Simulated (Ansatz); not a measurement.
**Scan of H$_{2}$C–GaH, triplet**

Starting geometry (PBE0/def2-TZVP stationary point for this spin, not checked as a minimum):

| atom | x (Å) | y (Å) | z (Å) |
| --- | --- | --- | --- |
| C | 0.0000 | 0.0830 | 1.6257 |
| Ga | 0.0000 | -0.0367 | -0.3269 |
| H | 0.0000 | 1.0336 | 2.1585 |
| H | 0.0000 | -0.7851 | 2.2796 |
| H | 0.0000 | 1.3026 | -1.1958 |

From there Ga2, H5 move together along the line of the two atoms named below, all else staying in place; atoms are numbered as listed. Energies are in kJ/mol, counted from the starting geometry at the same level. Kohn–Sham curves are unrestricted where that lies lower.

Basis cc-pVDZ; Ansatz 0.2.0. Correlated methods freeze the noble-gas cores and the filled d shells of p-block atoms. R marks a restricted (for open shells ROHF) determinant, U an unrestricted one. No spin–orbit coupling is included, and no scalar relativity.

Unrestricted rows (U, and Kohn–Sham where it breaks symmetry) aren't spin-pure: their determinants' ⟨S²⟩ exceeds S(S+1) by up to 0.21, so they mix in states of higher spin.

Full CI isn't at hand for all of this; UCCSDT(Q) serves as the reference, and is uncertain by the last step of the cluster series or more. The frozen core follows each run's orbitals, which can shift R against U totals by a few meV for light atoms and by up to 0.1 eV past Ca.

```json
{"distance C1-Ga2 (Å)": "1.572", "UCCSDT(Q)": "237.0", "curve A": "232.5", "curve B": "232.2", "curve C": "245.1", "curve D": "235.4"}
{"distance C1-Ga2 (Å)": "1.793", "UCCSDT(Q)": "35.1", "curve A": "32.8", "curve B": "32.6", "curve C": "37.8", "curve D": "34.3"}
{"distance C1-Ga2 (Å)": "1.956", "UCCSDT(Q)": "0.0", "curve A": "0.0", "curve B": "0.0", "curve C": "0.0", "curve D": "0.0"}
{"distance C1-Ga2 (Å)": "2.122", "UCCSDT(Q)": "9.2", "curve A": "12.3", "curve B": "12.9", "curve C": "7.6", "curve D": "10.2"}
{"distance C1-Ga2 (Å)": "2.414", "UCCSDT(Q)": "67.7", "curve A": "78.5", "curve B": "84.2", "curve C": "63.5", "curve D": "70.7"}
{"distance C1-Ga2 (Å)": "2.655", "UCCSDT(Q)": "121.9", "curve A": "140.7", "curve B": "152.2", "curve C": "115.4", "curve D": "125.5"}
{"distance C1-Ga2 (Å)": "3.097", "UCCSDT(Q)": "184.1", "curve A": "214.0", "curve B": "210.1", "curve C": "178.9", "curve D": "182.8"}
{"distance C1-Ga2 (Å)": "3.578", "UCCSDT(Q)": "199.6", "curve A": "218.4", "curve B": "220.9", "curve C": "199.9", "curve D": "194.3"}
{"distance C1-Ga2 (Å)": "4.361", "UCCSDT(Q)": "202.1", "curve A": "219.5", "curve B": "219.7", "curve C": "199.8", "curve D": "195.8"}
{"distance C1-Ga2 (Å)": "5.301", "UCCSDT(Q)": "202.9", "curve A": "220.2", "curve B": "219.1", "curve C": "196.6", "curve D": "196.4"}
{"distance C1-Ga2 (Å)": "6.495", "UCCSDT(Q)": "203.2", "curve A": "220.6", "curve B": "219.4", "curve C": "196.2", "curve D": "196.7"}
```

Q: The curves come from RMP2, RPA-PBE, UCCSD, UMP2. Compare each with UCCSDT(Q) and say which is which.

A: A: RMP2, B: UMP2, C: RPA-PBE, D: UCCSD. Spread of the error against UCCSDT(Q), over the points where both stand: A 34.4, B 35.1, C 15.1, D 10.1 kJ/mol. 

In so small a basis both RPA and the reference are far from their limits and near them at different rates, so the difference would change in a larger set.
